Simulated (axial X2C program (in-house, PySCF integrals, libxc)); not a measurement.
# AlC⁺: cheaper levels and CCSD(T), two-component

Calculated with an in-house relativistic program for diatomic molecules. Two-component (2c) means X2C with spin–orbit coupling and atomic mean-field two-electron Coulomb and Gaunt terms. Basis: Al dyall-v3z [8s8p2d1f], C dyall-v3z [7s6p2d1f] (cores contracted in-house); Gaussian nuclei, density fitting, unrestricted open shells. Masses: Al 26.982 u, C 12.000 u.

State: Ω = 1 (⟨Sz⟩ = 1.00, ⟨Lz⟩ = 0.00 at HF); fragments Al+ + C.

| level | Re (Å) | ωe (cm⁻¹) | De (eV) |
| --- | --- | --- | --- |
| PBE0 | 1.939 | 615.0 | 0.937 |
| HF | 1.885 | 740.2 | 0.443 |
| CCSD | 1.953 | 548.7 | 0.348 |
| PW91 | 1.962 | 595.9 | 1.17 |

Correlated methods: 6 electrons correlated (number of frozen shells: Al 2 s, 1 p; C 1 s), 148 virtual spin orbitals or spinors in MP2, 77 natural virtuals in coupled cluster.

CCSD(T), same Hamiltonian and basis:

Re = 1.966 Å, ωe = 533.3 cm⁻¹, De = 0.47 eV; T1 = 0.060 (Lee–Taylor normalisation).

Q: Give the differences from CCSD(T) in the columns below.

A: 

```tsv
level	ΔRe (Å)	Δωe (cm⁻¹)	ΔDe (eV)
PBE0	-0.027	82	0.47
HF	-0.081	207	-0.03
CCSD	-0.013	15	-0.12
PW91	-0.004	63	0.70
```

The state is a single determinant with fixed occupations, the lowest that a limited PBE0 search found. Dissociation energies refer to the lowest single-determinant-based atoms at the same level and basis. Density functionals use the spin component along the axis (collinear). Coupled cluster ran in a truncated set of natural virtual spinors; the MP2 energy of the rest was added. (T) has no such correction and the atoms are truncated less, which lowers De at CCSD(T) by a hundredth of an eV or more. In 2c an atomic determinant is not the ground J level, so De misses part of the atomic spin–orbit lowering. This holds for PBE0, CCSD, PW91, CCSD(T). Without a current term, density functionals place determinants with orbital angular momentum somewhat too high. With several unpaired electrons one determinant need not be a pure state. Open-shell Ω = 0 determinants with evenly filled partner blocks cannot be reached by this program, so the Ω shown need not be the lowest component. This is the Ω = 1 component of a π² triplet; the 0⁺ component is not one determinant and can lie lowest. The determinant is spin-polarised beyond a pure state at some levels (its spin-free form has ⟨S²⟩ too high), which makes Re and μ there less reliable. The T1 diagnostic is large, a sign of multireference character. The stretched end of a curve changes character and is left out.
